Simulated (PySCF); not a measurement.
C4H5NO.
SMILES with atom numbers: `[O:1]=[CH:2][NH:3][CH:4]1[CH:5]=[CH:6]1` (hydrogens: H7 on C2; H8 on N3; H9 on C4; H10 on C5; H11 on C6)

Geometry (PBE0-D3(BJ)/def2-SVP, Å), atoms numbered from 1 in this order:
```
atom  x, y, z in Å
O1    -2.1441   -0.9625   -1.2969
C2    -2.0439   -0.1869   -0.3739
N3    -0.8805    0.2093    0.1999
C4     0.4099   -0.2562   -0.2299
C5     1.6056    0.6187   -0.0952
C6     1.5270   -0.3755    0.7455
H7    -2.9302    0.2929    0.1103
H8    -0.9206    0.8651    0.9707
H9     0.2823   -0.9538   -1.0668
H10    2.1295    1.5015   -0.4568
H11    1.9376   -0.9227    1.5919
```

Computed at PBE0/pcSseg-1 (PySCF, non-relativistic), with Q(17O) = −0.0256 b, Q(14N) = 0.02044 b: O1, 17O (I = 5/2): χzz = 9.670 MHz, η = 0.042; N3, 14N (I = 1): χzz = -4.331 MHz, η = 0.136.

Task: Find the zero-field quadrupole resonance frequencies of 17O at O1.

Result: From the eigenvalues of H = χ/[4I(2I − 1)] × [3Iz² − I(I + 1) + η(Ix² − Iy²)], steps between neighbouring levels, labelled as for η = 0: ±1/2↔±3/2 1.453 MHz, ±3/2↔±5/2 2.900 MHz (amide oxygen).

Task: Where would the pure quadrupole (NQR) lines of 14N at N3 fall for the rigid, isolated species?

Result: From ν± = (3/4)|χ|(1 ± η/3) and ν0 = |χ|η/2: ν+ 3.396 MHz, ν− 3.101 MHz, ν0 0.295 MHz (amide nitrogen).

In a crystal, neighbours and librations shift these lines. With so small a basis the couplings can be 20 % off.

One conformer stands for the species.
